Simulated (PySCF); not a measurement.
**What binds Li₂: the parts of the energy along the bond**

State: singlet, closed shell. RHF-based CCSD(T) in PySCF 2.14 with Li aug-cc-pVTZ and Li aug-cc-pVQZ (frozen core orbitals: 2; no relativity). Correlation energies are extrapolated as n⁻³ (n = 3, 4), Hartree–Fock as (n+1)·exp(−9√n). CV is the change on freezing 0 orbitals instead, in Li cc-pCVTZ. SR is the spin-free X2C energy in Li cc-pVTZ-DK less the non-relativistic one in Li cc-pVTZ. All energies in eV from Li + Li.

| R (Å) | HF/CBS | CCSD corr. | (T) | CV | SR | total |
| --- | --- | --- | --- | --- | --- | --- |
| 2.4241 | -0.054 | -0.923 | 0.0000 | -0.0167 | 0.0011 | -0.992 |
| 2.5343 | -0.120 | -0.904 | 0.0000 | -0.0125 | 0.0012 | -1.036 |
| 2.6445 | -0.159 | -0.886 | 0.0000 | -0.0088 | 0.0012 | -1.053 |
| 2.7547 | -0.174 | -0.871 | 0.0000 | -0.0055 | 0.0013 | -1.049 |
| 2.8649 | -0.170 | -0.858 | 0.0000 | -0.0026 | 0.0013 | -1.029 |
| 3.0026 | -0.144 | -0.845 | 0.0000 | 0.0005 | 0.0014 | -0.987 |
| 3.1403 | -0.100 | -0.835 | 0.0000 | 0.0031 | 0.0015 | -0.931 |

A fit to the total gives Re = 2.6778 Å, De = 1.054 eV, ωe = 350.8 cm⁻¹, Be = 0.6702 cm⁻¹ (masses 7.0160 and 7.0160 u).

**Question.** At R = 2.6445 Å the CCSD correlation energy is -0.032061 hartree in the smaller basis and -0.032357 in the larger. Extrapolate it.

**Answer.** (4³·E4 − 3³·E3)/(4³ − 3³) = -0.03257 hartree; the larger basis holds 99.3 % of it.

The T1 diagnostic is 0.018. The open-shell atoms are computed with UHF. Spin–orbit coupling, excitations beyond (T) and corrections to the Born–Oppenheimer picture are left out.
